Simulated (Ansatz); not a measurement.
# AlClH2O: the cost of one run

All numbers below are computed with Ansatz 0.2.0 (RKS r2SCANh-D4/def2-SVP).

### 1 Starting point

Bond lengths: Al1–O2 1.980 Å, O2–H3 1.010 Å, Al1–H4 1.760 Å, Al1–Cl5 2.230 Å. Angles: Al1–O2–H3 71.2°, O2–Al1–H4 42.8°, O2–Al1–Cl5 159.9°, H4–Al1–Cl5 157.3°.

Structure file:

```xyz
5

Al    0.0000    0.0000    0.0000
O     1.2704    0.0000    1.5187
H     0.3609   -0.2814    1.8559
H     1.7458    0.0000    0.2228
Cl   -1.9312    0.0000   -1.1150
```

### 2 A restrained relaxation towards end A

Springs on the bonds that form and break draw the guess towards this end; the thresholds are loose.

File input.yaml:

```yaml
crystal:
  periodic: [false, false, false]
  atoms:
    - { symbol: Al, position_ang: [0.0, 0.0, 0.0] }
    - { symbol: O, position_ang: [1.2704, 0.0, 1.5187] }
    - { symbol: H, position_ang: [0.3609, -0.2814, 1.8559] }
    - { symbol: H, position_ang: [1.7458, 0.0, 0.2228] }
    - { symbol: Cl, position_ang: [-1.9312, 0.0, -1.115] }
basis:
  gaussian: { orbitals: def2-SVP }
hamiltonian:
  xc: r2scanh
  dispersion: d4
relax:
  f_tol: 0.15
  max_steps: 25
  restrain:
    - { distance: [1, 3], at: 2.21, k: 30.0 }
    - { distance: [0, 1], at: 1.78, k: 30.0 }
    - { distance: [0, 3], at: 1.56, k: 30.0 }
```

On the command line:

```sh
ansatz run input.yaml --threads 1 --pin off --max-ram 2048MiB --backend cpu --events-out ev --progress --plain --runs-dir out
```

What time and memory should one allow on 1 thread of Intel Xeon Platinum 8488C (Sapphire Rapids), shared host?

About 22 s, with a peak of 0.16 GiB.
